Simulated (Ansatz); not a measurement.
A geometry relaxed with Ansatz (a first-principles code) with B3LYP-D3(BJ)/def2-TZVP, charge 0, multiplicity 1:

```xyz
5

F     -0.5454    -1.1268    -0.9431
F     -0.8452     0.0313     1.3196
F      1.5005    -0.2903     0.3475
Si     0.0000     0.0000     0.0000
F     -0.1100     1.3858    -0.7239
```

Question: Write the SMILES of this molecule.

Answer: `F[Si](F)(F)F`
